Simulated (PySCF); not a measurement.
## Worked example for butyraldehyde: proton affinity at atom O5

Structure: `CCCC=O` (C4H8O). Non-hydrogen atoms are numbered in `[CH3:1][CH2:2][CH2:3][CH:4]=[O:5]`.

Level of theory: ωB97X-D3(BJ)/def2-TZVP single points in PySCF, grid level 2; every species was optimised with PBE0-D3(BJ)/def2-SVP. Zero-point and thermal terms (298.15 K, 1 bar) come from unscaled PBE0-D3(BJ)/def2-SVP harmonic frequencies, with soft modes damped to free rotors in the entropy.

Step: `CCCC=[OH+]` → `CCCC=O` + H⁺.

| species | charge | multiplicity | E / Eh |
| --- | --- | --- | --- |
| `CCCC=[OH+]` | 1 | 1 | -232.963607 |
| `CCCC=O` | 0 | 1 | -232.647063 |

Thermal terms, products less reactant: Δ(H − E) = -29.25 kJ/mol, Δ(G − E) = -60.58 kJ/mol (the bare proton has no electronic energy, H = 5/2 RT). 1 Eh = 2625.50 kJ/mol.

**Question.** What are ΔE, ΔH and ΔG of this step?

**Answer.** ΔE = 0.316544 Eh = 831.09 kJ/mol; ΔH = 801.8 kJ/mol; ΔG = 770.5 kJ/mol, all in the gas phase at 298.15 K and 1 bar. The digits show the arithmetic; the method itself can be off by 10 kJ/mol or more.
